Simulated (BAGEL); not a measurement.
**[SF3]+ (SMILES F[S+](F)F) at 4 levels**

We compute a comparison of 4 runs (B3LYP/6-31G*, B3LYP/6-311+G**, PBE0/6-311+G**, RI-MP2/6-311+G**) of [SF3]+. 

Program for the calculation: BAGEL 1.2.2.

## 1. The molecule

The species is [SF3]+ (4 atoms), meant as a singlet with charge +1. As SMILES, `F[S+](F)F`. The coordinates come from a PBE0-D4/def2-TZVP relaxation.

Bond lengths: F1–S2 1.503 Å, S2–F3 1.503 Å, S2–F4 1.503 Å. Angles: F1–S2–F3 99.6°, F1–S2–F4 99.6°, F3–S2–F4 99.6°.

## 2. A single-point energy at B3LYP/6-31G(d) (density fitting with cc-pvqz-jkfit, spherical functions) (run 1)

File dft.json:

```json
{ "bagel": [

{
  "title": "molecule",
  "basis": "6-31gs.json",
  "df_basis": "cc-pvqz-jkfit",
  "angstrom": true,
  "geometry": [
    { "atom": "F", "xyz": [    0.623020,    0.191030,    1.167760 ] },
    { "atom": "S", "xyz": [    0.432770,   -0.058560,   -0.301740 ] },
    { "atom": "F", "xyz": [   -0.545420,   -1.197460,   -0.238600 ] },
    { "atom": "F", "xyz": [   -0.510370,    1.064990,   -0.627420 ] }
  ]
},
{
  "title": "ks",
  "xc_func": "b3lyp",
  "charge": 1
},
{
  "title": "print",
  "file": "orbitals.molden",
  "orbitals": true
}

]}
```

The basis set 6-31G* is read from a file made from the Basis Set Exchange's data (not shown).

Launch:

```bash
$ BAGEL_NUM_THREADS=1 BAGEL dft.json > dft.out
```

Output:

```text
* using 1 threads per process

  ===============================================================
  ===============================================================

  *** Geometry ***

  { "atom" : "F", "xyz" : [      1.177337,      0.360994,      2.206747 ] },
  { "atom" : "S", "xyz" : [      0.817817,     -0.110662,     -0.570206 ] },
  { "atom" : "F", "xyz" : [     -1.030694,     -2.262871,     -0.450889 ] },
  { "atom" : "F", "xyz" : [     -0.964460,      2.012539,     -1.185652 ] },

  Number of auxiliary basis functions:      466

  Since a DF basis is specified, we compute 2- and 3-index integrals:
    o Being stored without compression. Storage requirement is 0.013 GB

  Number of basis functions:       60
  Number of electrons      :       43

    * METHOD: MOLECULE                             0.19

  *** Kohn-Sham DFT ***

    * Removing 6226 points whose weight is below 1.00e-10
    * Grid points: 53398

  === Nuclear Repulsion ===
   208.1441922264

       - DIIS with orbital gradients will be used.

  === KS iteration (b3lyp / 6-31gs.json) ===
      0       -675.51885222          0.18028459           0.21
      1       -684.78008264          0.21396125           0.16
      2       -692.77346553          0.10916324           0.13
[... 11 lines of this table left out ...]
     14       -697.28196153          0.00000001           0.16
    * SCF iteration converged.

    * Permanent dipole moment:
           (   -0.554506,     0.075033,     0.386611) a.u.

    * METHOD: KS                                   2.29

    * METHOD: PRINT                                0.02

  ===============================================================
```

Run time: 3 s. Hardware: 1 thread of AMD EPYC 7R43 (Zen 3), shared host; peak memory 0.19 GiB.

## 3. A single-point energy at B3LYP/6-311+G(d,p) (density fitting with cc-pvqz-jkfit) (run 2)

File input.json:

```json
{ "bagel": [

{
  "title": "molecule",
  "basis": "6-311+gss.json",
  "df_basis": "cc-pvqz-jkfit",
  "angstrom": "true",
  "geometry": [
    { "atom": "F", "xyz": [    0.623020,    0.191030,    1.167760 ] },
    { "atom": "S", "xyz": [    0.432770,   -0.058560,   -0.301740 ] },
    { "atom": "F", "xyz": [   -0.545420,   -1.197460,   -0.238600 ] },
    { "atom": "F", "xyz": [   -0.510370,    1.064990,   -0.627420 ] }
  ]
},
{
  "title": "ks",
  "xc_func": "b3lyp",
  "charge": 1
},
{
  "title": "print",
  "file": "orbitals.molden",
  "orbitals": "true"
}

]}
```

The basis set 6-311+G** is read from a file made from the Basis Set Exchange's data (not shown).

Launch:

```bash
$ BAGEL_NUM_THREADS=1 BAGEL input.json > input.out
```

Output:

```text
* using 1 threads per process

  ===============================================================
  ===============================================================

  *** Geometry ***

  { "atom" : "F", "xyz" : [      1.177337,      0.360994,      2.206747 ] },
  { "atom" : "S", "xyz" : [      0.817817,     -0.110662,     -0.570206 ] },
  { "atom" : "F", "xyz" : [     -1.030694,     -2.262871,     -0.450889 ] },
  { "atom" : "F", "xyz" : [     -0.964460,      2.012539,     -1.185652 ] },

  Number of auxiliary basis functions:      466

  Since a DF basis is specified, we compute 2- and 3-index integrals:
    o Being stored without compression. Storage requirement is 0.034 GB

  Number of basis functions:       96
  Number of electrons      :       43

    * METHOD: MOLECULE                             0.26

  *** Kohn-Sham DFT ***

    * Removing 6226 points whose weight is below 1.00e-10
    * Grid points: 53398

  === Nuclear Repulsion ===
   208.1441922264

       - DIIS with orbital gradients will be used.

  === KS iteration (b3lyp / 6-311+gss.json) ===
      0       -610.78856033          0.42545087           0.33
      1       -563.88743595          0.40424894           0.40
      2       -624.39120884          0.28450596           0.27
[... 13 lines of this table left out ...]
     16       -697.39281488          0.00000001           0.29
    * SCF iteration converged.

    * Permanent dipole moment:
           (   -0.642649,     0.086960,     0.448064) a.u.

    * METHOD: KS                                   5.56

    * METHOD: PRINT                                0.04

  ===============================================================
```

It took 6.6 s on 1 thread of AMD EPYC 7R43 (Zen 3), shared host; peak memory 0.27 GiB.

Run 3 isn't shown in full; the table further down has it.

## 4. A single-point energy at RI-MP2/6-311+G(d,p) (density fitting with cc-pvqz-jkfit) (run 4)

File mp2.json:

```json
{ "bagel": [

{
  "title": "molecule",
  "basis": "6-311+gss.json",
  "df_basis": "cc-pvqz-jkfit",
  "angstrom": "true",
  "geometry": [
    { "atom": "F", "xyz": [    0.623020,    0.191030,    1.167760 ] },
    { "atom": "S", "xyz": [    0.432770,   -0.058560,   -0.301740 ] },
    { "atom": "F", "xyz": [   -0.545420,   -1.197460,   -0.238600 ] },
    { "atom": "F", "xyz": [   -0.510370,    1.064990,   -0.627420 ] }
  ]
},
{
  "title": "hf",
  "charge": 1
},
{
  "title": "mp2",
  "charge": 1,
  "ncore": 8
}

]}
```

The basis set 6-311+G** is read from a file made from the Basis Set Exchange's data (not shown).

Launch:

```bash
$ BAGEL_NUM_THREADS=1 BAGEL mp2.json > mp2.out
```

Output:

```text
* using 1 threads per process

  ===============================================================
  ===============================================================

  *** Geometry ***

  { "atom" : "F", "xyz" : [      1.177337,      0.360994,      2.206747 ] },
  { "atom" : "S", "xyz" : [      0.817817,     -0.110662,     -0.570206 ] },
  { "atom" : "F", "xyz" : [     -1.030694,     -2.262871,     -0.450889 ] },
  { "atom" : "F", "xyz" : [     -0.964460,      2.012539,     -1.185652 ] },

[... 23 lines left out ...]
    * SCF iteration converged.
[... 1 line left out ...]
    * Permanent dipole moment:
[... 2 lines left out ...]
    * METHOD: HF                                   1.24

  *** RHF ***

  === Nuclear Repulsion ===
   208.1441922264

      * DIIS with orbital gradients will be used.

  === RHF iteration (6-311+gss.json) ===
      0       -695.49452540          0.00000000           0.08
    * SCF iteration converged.

    * Permanent dipole moment:
           (   -0.769131,     0.104075,     0.536252) a.u.

  === DF-MP2 calculation ===

    * freezing 8 orbitals
    * 3-index integral transformation done
    * assembly done

      MP2 correlation energy:   -0.7571693304      0.06

      MP2 total energy:       -696.2516947331

    * METHOD: MP2                                  0.23

  ===============================================================
```

Wall time 2.2 s (1 thread of AMD EPYC 7R43 (Zen 3), shared host); peak memory 0.11 GiB.

## 5. Overview of the runs

```csv
run,level,frozen core orbitals,energy (Eh),HOMO energy (eV),LUMO energy (eV),HOMO–LUMO gap (eV),wall time
1,"B3LYP/6-31G* (density fitting with cc-pvqz-jkfit, spherical functions)",–,-697.281962,-18.72,-8.97,9.75,3 s
2,B3LYP/6-311+G** (density fitting with cc-pvqz-jkfit),–,-697.392815,-19.14,-9.53,9.60,6.6 s
3,PBE0/6-311+G** (density fitting with cc-pvqz-jkfit),–,-696.958672,-19.37,-9.25,10.12,6.9 s
4,RI-MP2/6-311+G** (density fitting with cc-pvqz-jkfit),8,-696.251695,–,–,–,2.2 s
```

## 6. Results

| quantity | value |
| --- | --- |
| run 4: total energy | -696.25169 Eh |
| run 4: correlation energy (8 core orbitals frozen) | -757.2 mEh |

Over runs 1, 2, 3 the HOMO–LUMO gap runs from 9.60 eV (B3LYP/6-311+G**) to 10.12 eV (PBE0/6-311+G**). Totals of different functionals can't be ranked against each other. All runs together took 19 s, the longest 6.9 s.
